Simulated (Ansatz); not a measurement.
`C/C=C\C=O` at its PBE0-D4/def2-TZVP geometry, where that method's forces vanish. The species carries charge 0 and has multiplicity 1.

```xyz
11

C    -0.5396    0.6561    1.2148
C    -0.6182    0.5825   -0.2684
C     0.0839   -0.1947   -1.0997
C     1.1038   -1.1601   -0.6951
O     1.7170   -1.8439   -1.4796
H    -1.5191    0.4357    1.6508
H     0.1900   -0.0226    1.6515
H    -0.2894    1.6759    1.5240
H    -1.3452    1.2555   -0.7191
H    -0.0866   -0.1360   -2.1702
H     1.3035   -1.2485    0.3911
```

Q: What forces (eV/Å) does ωB97M-V/def2-TZVPP give on these atoms in the Gaussian-basis code of Ansatz? (An estimate is asked.)

A: Computed: 
```
C1  -0.004  0.038  0.321
C2   0.029 -0.058 -0.355
C3  -0.311  0.292 -0.104
C4   0.182 -0.161  0.238
O5  -0.003  0.005  0.000
H6   0.095  0.006 -0.042
H7  -0.065  0.061 -0.025
H8  -0.010 -0.099 -0.031
H9   0.065 -0.065  0.030
H10  0.016 -0.003  0.087
H11  0.007 -0.017 -0.120
```
